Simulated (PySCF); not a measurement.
wavenumber (cm⁻¹), absorption (km/mol per cm⁻¹) and a bar:
```
        0      0.003 
       70      0.003 
      139      0.004 
      209      0.005 
      279      0.006 
      348      0.007 
      418      0.008 
      487      0.010 
      557      0.014 
      627      0.018 #
      696      0.026 #
      766      0.041 #
      836      0.073 ##
      905      0.160 #####
      975      0.507 ###############
     1045      1.038 ##############################
     1114      0.310 #########
     1184      0.116 ###
     1253      0.061 ##
     1323      0.039 #
     1393      0.031 #
     1462      0.032 #
     1532      0.045 #
     1602      0.109 ###
     1671      0.285 ########
     1741      0.102 ###
     1811      0.038 #
     1880      0.020 #
     1950      0.013 
     2019      0.009 
     2089      0.007 
     2159      0.005 
     2228      0.004 
     2298      0.004 
     2368      0.003 
     2437      0.003 
     2507      0.002 
     2577      0.002 
     2646      0.002 
     2716      0.002 
     2785      0.002 
     2855      0.002 
     2925      0.001 
     2994      0.001 
     3064      0.001 
     3134      0.001 
     3203      0.002 
     3273      0.002 
     3342      0.002 
     3412      0.003 
     3482      0.007 
     3551      0.013 
     3621      0.034 #
     3691      0.016 
     3760      0.006 
     3830      0.003 
     3900      0.002 
     3969      0.001 
     4039      0.001 
     4108      0.001
```

This is the computed harmonic infrared spectrum of singlet NH3, Lorentzian lines of 103 cm⁻¹ full width. These are results of PySCF, PBE0, basis N def2-TZVP, H def2-TZVP (no relativity, density fitting), not measurements.

Question: Which bands make it up, and how are they assigned?

Answer: In C3v symmetry, counting bands above 1 % of the strongest: 1031 cm⁻¹ (a1, bend, 179 km/mol); 1670 cm⁻¹ (e, bend, 45 km/mol); 3633 cm⁻¹ (e, stretch, 5.6 km/mol).
